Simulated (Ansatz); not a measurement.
Process, species as SMILES: FCF + 2 [H][H] (H2) → C (CH4) + 2 F (HF)
B3LYP-D3(BJ)/def2-TZVP geometries, fixed; electronic energies without zero-point terms.
Largest species:
```
C
F 1 1.3618
F 1 1.3618 2 108.56
H 1 1.0913 2 108.69 3 -118.06
H 1 1.0913 4 113.42 3 -121.01
```
Charge 0, spin multiplicity 1.

Basis-set convergence of the energy of full hydrogenation at B2PLYP with Ansatz (a program for electronic structure). Cartesian d functions, on some or all atoms, in 6-31G*, 6-31+G*; all else is spherical. Cores are frozen. No added dispersion term, no relativity. Functions are those of the species that has most. Reference: the value in aug-pcseg-3, -45.53 kcal/mol, itself unsure by roughly 0.20 kcal/mol (its mean distance from aug-cc-pVQZ, cc-pV5Z, def2-QZVPPD). Deviations are taken from unrounded values.

| basis | functions | energy of full hydrogenation (kcal/mol) |
|---|---|---|
| 6-31G* | 49 | -24.07 |
| 6-31+G* | 61 | -36.45 |
| cc-pVDZ | 52 | -36.23 |
| aug-cc-pVDZ | 87 | -48.83 |
| def2-SVP | 52 | -35.17 |
| def2-SVPD | 82 | -48.29 |
| pcseg-1 | 52 | -39.36 |
| aug-pcseg-1 | 87 | -44.35 |
| 6-311G** | 66 | -40.32 |
| 6-311+G** | 78 | -47.73 |
| def2-TZVP | 105 | -40.84 |
| def2-TZVPD | 135 | -43.60 |
| cc-pVTZ | 118 | -41.88 |
| aug-cc-pVTZ | 184 | -45.35 |
| pcseg-2 | 118 | -45.02 |
| aug-pcseg-2 | 184 | -45.41 |
| def2-TZVPP | 121 | -44.22 |
| def2-TZVPPD | 151 | -45.90 |
| cc-pVQZ | 225 | -44.14 |
| aug-cc-pVQZ | 332 | -45.57 |
| def2-QZVPP | 231 | -45.30 |
| def2-QZVPPD | 261 | -45.80 |
| pcseg-3 | 246 | -45.60 |
| aug-pcseg-3 | 353 | -45.53 |

What the diffuse functions change, pair by pair:
- 6-31G* to 6-31+G*: 12 more functions, deviation 21.46 to 9.08 kcal/mol
- cc-pVDZ to aug-cc-pVDZ: 35 more functions, deviation 9.30 to -3.30 kcal/mol
- def2-SVP to def2-SVPD: 30 more functions, deviation 10.36 to -2.77 kcal/mol
- pcseg-1 to aug-pcseg-1: 35 more functions, deviation 6.16 to 1.18 kcal/mol
- 6-311G** to 6-311+G**: 12 more functions, deviation 5.21 to -2.20 kcal/mol
- def2-TZVP to def2-TZVPD: 30 more functions, deviation 4.69 to 1.93 kcal/mol
- cc-pVTZ to aug-cc-pVTZ: 66 more functions, deviation 3.65 to 0.18 kcal/mol
- pcseg-2 to aug-pcseg-2: 66 more functions, deviation 0.50 to 0.12 kcal/mol
- def2-TZVPP to def2-TZVPPD: 30 more functions, deviation 1.31 to -0.37 kcal/mol
- cc-pVQZ to aug-cc-pVQZ: 107 more functions, deviation 1.39 to -0.04 kcal/mol
- def2-QZVPP to def2-QZVPPD: 30 more functions, deviation 0.23 to -0.27 kcal/mol
- pcseg-3 to aug-pcseg-3: 107 more functions, deviation -0.07 to 0.00 kcal/mol

Leaving out the reference's own pair, they bring the value nearer the reference by more than 0.20 kcal/mol in 10 of 11 pairs.
